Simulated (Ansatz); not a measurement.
The cluster B₂C⁻. Total charge -1; doublet. Geometry PBE0-D4/def2-TZVPD, basis def2-TZVPD, Ansatz.

```xyz
3

B     0.796    0.039    0.514
B    -0.895   -0.261    0.175
C     0.099    0.222   -0.689
```

```json
{"run": "A", "HOMO (eV)": "-0.06", "LUMO (eV)": "2.43"}
{"run": "B", "HOMO (eV)": "-0.71", "LUMO (eV)": "2.86"}
{"run": "C", "HOMO (eV)": "-0.46", "LUMO (eV)": "2.61"}
{"run": "D", "HOMO (eV)": "0.39", "LUMO (eV)": "2.13"}
```

The structure comes from a short search, and lower isomers may exist.

HOMO and LUMO are taken over both spins.

The runs used PBE0, r2SCAN, r2SCAN0, r2SCANh. Estimate which is which.

A r2SCANh (10 % exact exchange); B r2SCAN0 (25 % exact exchange); C PBE0 (25 % exact exchange); D r2SCAN (0 % exact exchange). Exact exchange lowers occupied and raises empty levels; among semilocal functionals meta-GGAs tend to open the gap a little, and such runs are hard to tell apart. The gap grows from 1.74 eV (r2SCAN) to 3.57 eV (r2SCAN0). At r2SCAN-D4/def2-TZVPD the highest occupied level of the charge -1 doublet lies above zero (up to 0.39 eV). By energy differences its removal costs 1.80 eV (vertical, to the charge 0 singlet, at CCSD(T)/def2-TZVPPD).
